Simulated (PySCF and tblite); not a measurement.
Results of a calculation; reference values are marked as such.
C4H7NO, numbered as in [CH3:1][O:2][CH2:3][CH2:4][C:5]#[N:6].

Geometries PBE0-D3(BJ)/def2-SVP; weights from PBE0-D3(BJ)/def2-TZVP energies and GFN2-xTB thermal corrections, with symmetry numbers and mirror pairs. Conformers within 4 kcal/mol (GFN2-xTB free energy) were kept, 7 at most. Couplings: B3LYP/pcSseg-1 with pcJ-1 on H (gas phase; spin-dipole term only for pairs with B, N, F, Si or P). Couplings are for ¹H; a prime marks the second kind of pair between the same two sets of atoms. Programs: PySCF with density fitting and tblite.

Torsions listed: C1–O2–C3–C4, O2–C3–C4–C5. Of a mirror pair one member is shown.

```tsv
conformer	shape	weight %
1	179°, 180°	47.7
2	-174°, 64°	35.7
3	80°, 178°	9.0
4	80°, -76°	4.2
5	68°, 54°	3.3
```

Task: Give the couplings in each conformer and the averages at 298.15 K (pairs that fast motion interchanges averaged).

Result: 
```tsv
coupling	pairs	1	2	3	4	average (Hz)
²J(H1,H1)	3	-11.5	-11.5	-11.7	-11.9	-11.6
²J(H3,H3)	1	-9.4	-9.8	-13.7	-14.1	-10.2
³J(H3,H4)	2	5.7	8.7	5.4	8.7	6.9
³J(H3,H4′)	2	14.2	3.3	13.8	2.0	9.6
²J(H4,H4)	1	-18.8	-18.9	-18.2	-19.8	-18.8
```
